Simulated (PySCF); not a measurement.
# How methods differ on the ionisation energy of N

N [He] 2s2 2p3 (4S) → N+ [He] 2s2 2p2 (3P), as a difference of total energies. Calculation: PySCF 2.14, in ANO-RCC-VTZP (4s3p2d1f, 30 functions); scalar relativity by spin-free X2C-1e. Correlated levels: valence and next inner shell: nothing frozen. The calculations carry no spin-orbit coupling.

```json
{"method": "UHF", "ionisation energy (eV)": "13.894"}
{"method": "SCS-MP2 (valence and next inner shell)", "ionisation energy (eV)": "14.336"}
{"method": "CCSD(T) (valence and next inner shell)", "ionisation energy (eV)": "14.484"}
{"method": "CCSDT (valence and next inner shell)", "ionisation energy (eV)": "14.484"}
```

Task: Estimate what MP2 (valence and next inner shell) gives.

Result: 14.599 eV, closest to CCSDT (valence and next inner shell) among the rows shown.

Task: Estimate what CCSD (valence and next inner shell) gives.

Result: 14.461 eV, closest to CCSD(T) (valence and next inner shell) among the rows shown.

Errors of the correlated levels include the incompleteness of this basis.

For comparison: 14.545 eV (measured; NIST levels, between the centres of gravity of the two terms).
